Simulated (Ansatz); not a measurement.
# How far each method lies from UCCSDT(Q) for CHOSi⁺, triplet

Geometry: that of the CHOSi, doublet, kept fixed.

| atom | x (Å) | y (Å) | z (Å) |
| --- | --- | --- | --- |
| C | 0.0000 | -0.0240 | 2.1548 |
| O | 0.0000 | 0.0648 | 1.0313 |
| Si | 0.0000 | -0.0783 | -1.4631 |
| H | 0.0000 | 1.4400 | -1.2794 |

Basis cc-pVDZ; Ansatz 0.2.0. Correlated methods freeze the noble-gas cores, which leaves 14 electrons in 44 orbitals. R marks a restricted (for open shells ROHF) determinant, U an unrestricted one. Active spaces: frontier = (10e, 10o) about the gap.

Full CI isn't at hand for all of this; UCCSDT(Q) serves as the reference, and is uncertain by about the last step of the cluster series. The frozen core follows each run's orbitals, which can shift R against U totals by a few meV.

For open shells CISD is restricted-active-space CI with the open shells as a complete middle space.

```
UHF ⟨S²⟩                          : 2.015
T1 diagnostic (RCCSD)             : 0.0289
largest doubles amplitude (RCCSD) : 0.079
T1 diagnostic (UCCSD)             : 0.0223
```

| level | E − E(UCCSDT(Q)) (meV) | share of correlation (%) | wall time |
| --- | --- | --- | --- |
| RHF | 10029 | 0.00 | – |
| UHF | 9931 | 0.97 | – |
| RMP2 | 1132 | 88.71 | – |
| UMP2 | 1108 | 88.95 | – |
| CISD | 1322 | 86.82 | 7.5 s |
| RCCSD | 387 | 96.14 | – |
| UCCSD | 382 | 96.19 | – |
| RCCSD(T) | 57 | 99.43 | 11 s |
| UCCSD(T) | 56 | 99.44 | 12 s |
| BCCD(T) | 52 | 99.48 | 7 s |
| RCCSDT | 29 | 99.71 | – |
| UCCSDT | 28 | 99.72 | – |
| RCCSDT(Q) | 5 | 99.95 | 82 s |

The correlation energy at UCCSDT(Q), counted from RHF, is -10.029 eV. That run took 72 s on 1 thread of Arm Neoverse V1, shared host.

Run but not shown, since their state, orbitals or frozen core can't be matched to the reference's or they repeat it: CASSCF (frontier space), NEVPT2 (frontier space).

Times hold each run's SCF and search for its determinant on a shared host, so for small cases they say little of a method's own cost; they ran on 1 thread of Arm Neoverse V1. Some runs computed forces too.
